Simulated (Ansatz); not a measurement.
This geometry of C2H2F (5 atoms, charge 0, multiplicity 2) is a first-order saddle point.

Computed with Ansatz, UKS PBE-D4/def2-SVP.

```xyz
5
Properties=species:S:1:pos:R:3
C 0.039 -0.641 0.256
C -0.063 0.562 -0.222
F 0.561 1.435 -1.030
H 0.507 -1.626 0.393
H -0.995 0.196 0.561
```

Task: Which two structures does it join? (They come from a converged band through this point; their orientation in space is the band's.)

Result: Bonds broken: C2–H5. Bonds formed: C1–H5.

Image 0:

```xyz
5
Properties=species:S:1:pos:R:3
C 0.110 -0.859 0.311
C -0.244 0.371 -0.016
F 0.467 1.168 -0.852
H 0.872 -1.627 0.155
H -1.154 0.872 0.361
```

Image 6:

```xyz
5
Properties=species:S:1:pos:R:3
C -0.249 -0.333 0.309
C 0.009 0.779 -0.370
F 1.006 1.080 -1.170
H 0.432 -1.202 0.254
H -1.148 -0.397 0.936
```

Task: How far does it lie above each of them?

Result: 1.90 eV above the first and 2.13 eV above the second. This is the barrier of this one path; another mechanism may lie lower.

The run took 3 min on 1 thread of Arm Neoverse V1, on a shared host, peak memory 0.11 GiB.
